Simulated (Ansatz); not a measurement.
## Ansatz (development build ahead of 0.2.0) run

```yaml
crystal:
  periodic: [false, false, false]
  atoms:
    - { symbol: C, position_ang: [0.0, 0.0, -1.22254] }
    - { symbol: C, position_ang: [0.0, 0.0, 0.28209] }
    - { symbol: "N", position_ang: [0.0, 0.0, 1.49577] }
    - { symbol: H, position_ang: [0.0, 1.05574, -1.60924] }
    - { symbol: H, position_ang: [0.91429, -0.52787, -1.60924] }
    - { symbol: H, position_ang: [-0.91429, -0.52787, -1.60924] }
basis:
  gaussian: { orbitals: cc-pVTZ }
total_charge: 1
magnetization:
  spin_polarized: true
  initial_magnetization: 1
hamiltonian:
  xc: hf
correlation:
  method: ccsd_t
  frozen_orbitals: { C: 1, H: 0, "N": 1 }
```

The input is written out in the form of the current development build from the run's settings.

The run gave:

```
Converged                       : yes
Reference energy                : -131.56912 hartree
CCSD correlation energy         : -0.48207 hartree
Triples correction              : -0.02219 hartree
Total energy                    : -132.07338 hartree
Spin squared of the determinant : 0.781
```
